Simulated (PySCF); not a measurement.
Compound: BS (doublet state).
Numbering: `[B:1]=[S:2]`

The calculation used UKS B3LYP, IGLO-III on B S, non-relativistic, mean-field spin-orbit, GIAO (PySCF 2.14.0). Geometry: PBE0-D3(BJ)/def2-SVP; no solvent, vibrations or thermal averaging.

Principal values of hyperfine tensors in MHz (contact, dipolar and spin–orbit terms together):

```tsv
atom	isotope	A1	A2	A3
B1	11B	794.38	794.38	892.16
S2	33S	-18.71	-18.71	47.44
```

(1) Split each tensor into its isotropic and traceless parts, and turn a_iso into mT with g = 1.9962.

(2) What spin density at the nucleus of S2 lies behind its contact coupling (g_N = 0.42921)?

(3) Which nucleus of the table has the largest anisotropic coupling, and what is its form?

(4) In a single crystal, with the field along each principal axis of the tensor of S2 in turn, what first-order splitting does this nucleus give (isotropic g, quadrupole terms neglected)?

## Answers

(1) a_iso = (A1 + A2 + A3)/3, Ti = Ai − a_iso; 1 mT corresponds to 27.940 MHz. The tensors hold a spin–orbit part: the run splits a_iso into a_FC + a_SO, and T includes its anisotropic share.

| atom | a_iso (MHz) | a_FC | a_SO | a_iso (mT) | T1 | T2 | T3 |
| --- | --- | --- | --- | --- | --- | --- | --- |
| B1 | 826.97 | 827.79 | -0.82 | 29.599 | -32.60 | -32.60 | 65.19 |
| S2 | 3.34 | 3.06 | 0.28 | 0.120 | -22.05 | -22.05 | 44.10 |

(2) a_FC = (2μ0/3) gₑ μB g_N μN ρ(0)/(2S·h) = 800.24 MHz × g_N × ρ(0)/(2S), with ρ in bohr⁻³. With a_FC = 3.06 MHz and 2S = 1, ρ(0) = 0.008903 bohr⁻³.

(3) B1: -32.6, -32.6, 65.2 MHz (the dipolar term alone has -32.0, -32.0, 64.1), axial, in the ratio −1:−1:+2, as the symmetry of a linear species with an axial spin density requires.

(4) 4 lines (I = 3/2), spaced by |A_i|/(g × 13.996): 0.67, 0.67, 1.70 mT along the axes of A1, A2 and A3.

Time: 3.6 s. Hardware: an Arm Neoverse V1 with one thread (shared host).
